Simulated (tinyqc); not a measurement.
Worked calculation: geometry optimisation on the PBE/sto-6g surface (energies and gradients from PySCF), for NH3, spin multiplicity 1. Computed by tinyqc, a small Python program that keeps every step (integrals from PySCF). Settings: charge = 0, multiplicity = 1, basis = sto-6g, functional = pbe,pbe, optimiser = bfgs, first Hessian = 1.0, largest step = 0.3, iteration cap = 30. Command: `OMP_NUM_THREADS=1 python tinyqc.py 29119 29120 out.jsonl` (the two numbers bound the seeds that draw the settings). One thread of a shared host (Intel(R) Xeon(R) Processor @ 2.60GHz), about 8 s of CPU time with the checks.

## Step 1: energy and gradient

positions at the start (bohr):
```
          x        y        z
1N  -0.0397   0.0699   0.8957
2H   1.6422   0.0624   0.0227
3H  -0.6633   1.3379  -0.0435
4H  -0.6387  -1.3266   0.0983
```

Self-consistent energy and analytic gradient at these positions.

energy = -56.191473 hartree

gradient (hartree/bohr):
```
            x          y          z
1N  -0.124982   0.002700  -0.194795
2H  -0.068551   0.001166   0.004428
3H   0.104438  -0.172726   0.109749
4H   0.089097   0.168858   0.080616
```

## Step 1: move

Quasi-Newton step p = -H^(-1) g (first H = 1 times the unit matrix); steps longer than 0.3 bohr are cut back (factor 0.764 here).

positions after step 1 (bohr):
```
          x        y        z
1N   0.0559   0.0679   1.0446
2H   1.6946   0.0615   0.0193
3H  -0.7431   1.4700  -0.1274
4H  -0.7068  -1.4557   0.0366
```

## Step 2: energy and gradient

As before.

energy = -56.248750 hartree

gradient (hartree/bohr):
```
            x          y          z
1N   0.019282  -0.007053  -0.009666
2H  -0.055545   0.001598   0.010277
3H   0.018467  -0.018620  -0.001693
4H   0.017795   0.024074   0.001079
```

## Step 2: move

inverse Hessian in use (bohr^2/hartree):
```
          1        2        3        4        5        6        7        8
1    0.9324   0.0074  -0.0700   0.0219  -0.0010  -0.0074   0.0257  -0.0531
2    0.0074   0.9997   0.0107   0.0028   0.0000  -0.0001  -0.0055   0.0093
3   -0.0700   0.0107   0.9462   0.0536  -0.0018  -0.0128   0.0104  -0.0337
4    0.0219   0.0028   0.0536   1.0444  -0.0011  -0.0061  -0.0352   0.0525
5   -0.0010   0.0000  -0.0018  -0.0011   1.0000   0.0001   0.0011  -0.0017
6   -0.0074  -0.0001  -0.0128  -0.0061   0.0001   1.0006   0.0073  -0.0116
7    0.0257  -0.0055   0.0104  -0.0352   0.0011   0.0073   1.0043   0.0017
8   -0.0531   0.0093  -0.0337   0.0525  -0.0017  -0.0116   0.0017   0.9825
9    0.0458  -0.0062   0.0402  -0.0267   0.0010   0.0070  -0.0112   0.0278
10   0.0201  -0.0047   0.0060  -0.0311   0.0009   0.0063   0.0052  -0.0011
11   0.0466  -0.0090   0.0248  -0.0542   0.0017   0.0116   0.0027   0.0099
12   0.0316  -0.0045   0.0263  -0.0208   0.0007   0.0052  -0.0065   0.0176

          9       10       11       12
1    0.0458   0.0201   0.0466   0.0316
2   -0.0062  -0.0047  -0.0090  -0.0045
3    0.0402   0.0060   0.0248   0.0263
4   -0.0267  -0.0311  -0.0542  -0.0208
5    0.0010   0.0009   0.0017   0.0007
6    0.0070   0.0063   0.0116   0.0052
7   -0.0112   0.0052   0.0027  -0.0065
8    0.0278  -0.0011   0.0099   0.0176
9    0.9717  -0.0079  -0.0226  -0.0189
10  -0.0079   1.0058   0.0048  -0.0043
11  -0.0226   0.0048   0.9974  -0.0138
12  -0.0189  -0.0043  -0.0138   0.9874
```

Quasi-Newton step p = -H^(-1) g (the inverse Hessian comes from BFGS updates; coordinates in the order x, y, z of each atom); steps longer than 0.3 bohr are cut back.

positions after step 2 (bohr):
```
          x        y        z
1N   0.0356   0.0756   1.0568
2H   1.7562   0.0597   0.0080
3H  -0.7643   1.4918  -0.1264
4H  -0.7271  -1.4835   0.0348
```

## Convergence

Stop when the largest gradient component is below 3e-5 hartree/bohr. The inverse Hessian follows the BFGS update with s = step, y = change of gradient.

Course of the optimisation:
```
step  E (hartree)  largest gradient (hartree/bohr)
1      -56.191473                         1.95e-01
2      -56.248750                         5.55e-02
3      -56.252583                         1.89e-02
4      -56.254391                         1.90e-02
5      -56.255526                         1.44e-02
6      -56.255817                         7.50e-03
7      -56.255910                         1.37e-03
8      -56.255915                         3.49e-04
9      -56.255915                         7.80e-05
10     -56.255915                         3.81e-05
11     -56.255915                         5.05e-05
12     -56.255915                         3.63e-05
13     -56.255915                         1.06e-05
```

Final distances (angstrom):
```
pair   distance
2H-1N    1.0703
3H-1N    1.0702
3H-2H    1.6323
4H-1N    1.0703
4H-2H    1.6323
4H-3H    1.6323
```

Converged in 13 steps.
